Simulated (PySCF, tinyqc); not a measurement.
Worked calculation: CISD on RHF in the sto-6g basis, frozen core, for LiH, spin multiplicity 1. The lowest restricted solution is unstable here: a spin-polarised one lies 0.0044 hartree lower (PySCF). One step of it, computed by the program tinyqc.

Task: Iteration 1: building the Fock matrix. J_ij = sum D_kl (ij|kl), K_ij = sum D_kl (ik|jl); F = H + J - 0.5 K; E = tr D H + tr D J / 2 - 0.25 tr D K + E_nn.

D at the start:
```
            1Li 1s     1Li 2s   1Li 2px   1Li 2py    1Li 2pz      2H 1s
1Li 1s    2.075456  -0.221967  0.000000  0.000000   0.005461  -0.020214
1Li 2s   -0.221967   1.010595  0.000000  0.000000  -0.007568   0.094230
1Li 2px   0.000000   0.000000  0.000000  0.000000   0.000000   0.000000
1Li 2py   0.000000   0.000000  0.000000  0.000000   0.000000   0.000000
1Li 2pz   0.005461  -0.007568  0.000000  0.000000   0.003223   0.053184
2H 1s    -0.020214   0.094230  0.000000  0.000000   0.053184   0.927974
```

core Hamiltonian H = T + V (hartree):
```
            1Li 1s     1Li 2s    1Li 2px    1Li 2py    1Li 2pz      2H 1s
1Li 1s   -4.691265  -0.995866   0.000000   0.000000  -0.009029  -0.079482
1Li 2s   -0.995866  -1.325209   0.000000   0.000000  -0.087981  -0.391210
1Li 2px   0.000000   0.000000  -1.089573   0.000000   0.000000   0.000000
1Li 2py   0.000000   0.000000   0.000000  -1.089573   0.000000   0.000000
1Li 2pz  -0.009029  -0.087981   0.000000   0.000000  -1.155881  -0.535768
2H 1s    -0.079482  -0.391210   0.000000   0.000000  -0.535768  -1.193479
```

Two-electron integrals (ij|kl) in chemists' order, unique and non-zero (hartree):
```
(11|11) 1.681247   (21|11) 0.242603   (21|21) 0.044507   (22|11) 0.397190
(22|21) 0.090279   (22|22) 0.290625   (31|31) 0.009437   (32|31) 0.014261
(32|32) 0.064236   (33|11) 0.397190   (33|21) 0.090279   (33|22) 0.290625
(33|33) 0.313125   (41|41) 0.009437   (42|41) 0.014261   (42|42) 0.064236
(43|43) 0.016875   (44|11) 0.397190   (44|21) 0.090279   (44|22) 0.290625
(44|33) 0.279374   (44|44) 0.313125   (51|51) 0.009437   (52|51) 0.014261
(52|52) 0.064236   (53|53) 0.016875   (54|54) 0.016875   (55|11) 0.397190
(55|21) 0.090279   (55|22) 0.290625   (55|33) 0.279374   (55|44) 0.279374
(55|55) 0.313125   (61|11) 0.018496   (61|21) 0.003348   (61|22) 0.006959
(61|33) 0.006858   (61|44) 0.006858   (61|51) 0.000451   (61|52) 0.000953
(61|55) 0.007162   (61|61) 0.000280   (62|11) 0.077529   (62|21) 0.018034
(62|22) 0.066026   (62|33) 0.062236   (62|44) 0.062236   (62|51) 0.002899
(62|52) 0.020528   (62|55) 0.073608   (62|61) 0.001682   (62|62) 0.029951
(63|31) 0.001117   (63|32) 0.005993   (63|53) 0.002673   (63|63) 0.001539
(64|41) 0.001117   (64|42) 0.005993   (64|54) 0.002673   (64|64) 0.001539
(65|11) 0.105153   (65|21) 0.024619   (65|22) 0.092491   (65|33) 0.086152
(65|44) 0.086152   (65|51) 0.004516   (65|52) 0.031947   (65|55) 0.105168
(65|61) 0.002362   (65|62) 0.045278   (65|65) 0.068903   (66|11) 0.240790
(66|21) 0.056727   (66|22) 0.228134   (66|33) 0.209224   (66|44) 0.209224
(66|51) 0.008954   (66|52) 0.082055   (66|55) 0.265958   (66|61) 0.005424
(66|62) 0.137554   (66|65) 0.213673   (66|66) 0.774999
```

nuclear repulsion = 0.72259064 hartree

Give: Coulomb J; exchange K; Fock matrix F; total energy of this density.

Result:

Coulomb J (hartree):
```
         1Li 1s  1Li 2s  1Li 2px  1Li 2py  1Li 2pz   2H 1s
1Li 1s   4.0328  0.6338   0.0000   0.0000   0.0092  0.0495
1Li 2s   0.6338  1.3126   0.0000   0.0000   0.0826  0.3576
1Li 2px  0.0000  0.0000   1.2936   0.0000   0.0000  0.0000
1Li 2py  0.0000  0.0000   0.0000   1.2936   0.0000  0.0000
1Li 2pz  0.0092  0.0826   0.0000   0.0000   1.3506  0.5147
2H 1s    0.0495  0.3576   0.0000   0.0000   0.5147  1.4724
```

exchange K (hartree):
```
         1Li 1s  1Li 2s  1Li 2px  1Li 2py  1Li 2pz   2H 1s
1Li 1s   3.4269  0.4992   0.0000   0.0000   0.0045  0.0453
1Li 2s   0.4992  0.3879   0.0000   0.0000   0.0556  0.2251
1Li 2px  0.0000  0.0000   0.0810   0.0000   0.0000  0.0000
1Li 2py  0.0000  0.0000   0.0000   0.0810   0.0000  0.0000
1Li 2pz  0.0045  0.0556   0.0000   0.0000   0.1601  0.2483
2H 1s    0.0453  0.2251   0.0000   0.0000   0.2483  0.7973
```

Fock matrix F (hartree):
```
          1Li 1s   1Li 2s  1Li 2px  1Li 2py  1Li 2pz    2H 1s
1Li 1s   -2.3719  -0.6117   0.0000   0.0000  -0.0021  -0.0526
1Li 2s   -0.6117  -0.2065   0.0000   0.0000  -0.0332  -0.1461
1Li 2px   0.0000   0.0000   0.1636   0.0000   0.0000   0.0000
1Li 2py   0.0000   0.0000   0.0000   0.1636   0.0000   0.0000
1Li 2pz  -0.0021  -0.0332   0.0000   0.0000   0.1146  -0.1452
2H 1s    -0.0526  -0.1461   0.0000   0.0000  -0.1452  -0.1197
```

total energy of this density = -7.718472 hartree

This density is the starting one; it is not idempotent, so its energy is not variational and may lie below the converged one.
